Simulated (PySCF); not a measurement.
Delta-SCF ions had no search for a lower state. Excitations are Tamm–Dancoff values on a coarser integration grid. The basis has no diffuse functions, so Rydberg states are missing or too high.

Cartesian coordinates (Å):
SMILES: COC
```xyz
9

C      1.1226     0.0978    -0.2817
O     -0.0429    -0.6166    -0.5386
C     -1.1281    -0.1772     0.2124
H      1.0123     1.1767    -0.5158
H      1.4383     0.0162     0.7788
H      1.9225    -0.3135    -0.9137
H     -0.9496    -0.2756     1.3030
H     -1.9995    -0.7928    -0.0527
H     -1.3756     0.8850     0.0084
```
Charge 0, multiplicity 1.

Question: Give the total energy, S1–T1 gap (TDA), HOMO–LUMO gap, vertical ionisation energy (Delta-SCF) and dipole moment at the level M06-2X/def2-TZVP // PBE0-D3(BJ)/def2-SVP run with PySCF 2.14.0.

Answer: 
```yaml
total_energy: -4218.05 eV
S1–T1 gap (TDA): 0.28 eV
HOMO–LUMO gap: 11.08 eV
vertical ionisation energy (Delta-SCF): 10.16 eV
dipole_moment: 1.23 D
```
